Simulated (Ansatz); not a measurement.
# MgSiH2 (triplet): from Hartree-Fock to the top rungs at scale of all distances = 1.317, 6-31G

The task here is to estimate one member of a computed series from the others.

The runs use Ansatz 0.2.0, Gaussian basis; 6-31G, core rule «outside noble gas», up to 10 orbitals frozen.

Plan: UHF; CCSD(T) on ROHF; CCSD(T) on UHF; BCCD(T) on ROHF; CISD as a restricted active space (open shells left free, so some higher excitations enter); CCSDT(Q) on ROHF; CCSDT(Q) on UHF; CASSCF and MRCISD+Q, 4 electrons in 4 orbitals; CASSCF and NEVPT2, 4 electrons in 4 orbitals; Full CI.

23 further runs of the same task are left out: 4 for a known fault of the program, 13 that didn't finish, 6 set aside as unsound or not needed. Runs told in other sessions of the task aren't counted.

## The system

The geometry derives from a PBE0/def2-TZVP stationary point (not a proven minimum). All distances are scaled together.

4 atoms, charge 0, spin multiplicity 3.

Atoms are counted from 1 here; the program's logs count them from 0.

No contacts short enough for the rule that draws bonds.

The first run:

Input file in.yaml:

```yaml
crystal:
  periodic: [false, false, false]
  atoms:
    - {symbol: Si, position_ang: [0.000000, -0.109603, 1.547682]}
    - {symbol: Mg, position_ang: [0.000000, 0.071944, -1.743874]}
    - {symbol: H, position_ang: [0.000000, 1.324922, 2.905727]}
    - {symbol: H, position_ang: [0.000000, -0.005730, -3.979753]}
basis:
  gaussian: {orbitals: 6-31G}
magnetization: {spin_polarized: true, initial_magnetization: 2}
hamiltonian: {xc: hf}
output: {orbitals: {seedname: orbitals}}
```

Command:

```bash
ansatz run in.yaml --threads 1 --pin off --events-out ev --progress --plain --max-ram 2393MiB
```

Steps of the session up to this table: UHF; CCSD(T) on ROHF; CCSD(T) on UHF; BCCD(T) on ROHF; CISD as a restricted active space (open shells left free, so some higher excitations enter); CCSDT(Q) on ROHF; CCSDT(Q) on UHF; CASSCF and MRCISD+Q, 4 electrons in 4 orbitals; CASSCF and NEVPT2, 4 electrons in 4 orbitals; Full CI.

One of the session's tables, all rows but one given; the rest of the session is left out.

It belongs to the step «Misses and costs». 

```
       method  from FCI (kJ/mol)
         ROHF             +262.6
          UHF             +239.4
         RMP2              +99.6
         UMP2             +109.2
         CISD              +28.3
        RCCSD              +11.0
        UCCSD              +10.7
     RCCSD(T)               +4.3
     UCCSD(T)                  ?
      BCCD(T)               +4.6
       RCCSDT               +0.6
       UCCSDT               +0.7
    RCCSDT(Q)               +0.1
    UCCSDT(Q)               +0.2
  CASSCF pair             +190.7
  MRCISD pair              +17.4
MRCISD+Q pair               -1.4
          FCI                  0
```

**Question.** Estimate the row for UCCSD(T).

**Answer.** from FCI (kJ/mol): +5.0. In the column «from FCI (kJ/mol)» it lies between BCCD(T) (+4.6) and UCCSD (+10.7).

Not comparable, so not listed: CASSCF and NEVPT2, 4 electrons in 4 orbitals (they don't share determinant, frozen orbitals or solution with the rows shown, or repeat one).

Caveats from the session: MRCISD+Q pair falls below full CI: the +Q correction isn't variational, and the cores differ from full CI's. Levels on UHF freeze UHF's core orbitals, full CI those of ROHF, so the U rows can settle a little off it for that reason alone. Restricted and unrestricted rows rest on different reference determinants; a gap between their highest levels can come from leftover correlation error, from unlike frozen cores or from another state. Warnings in the runs' records: passed over end.
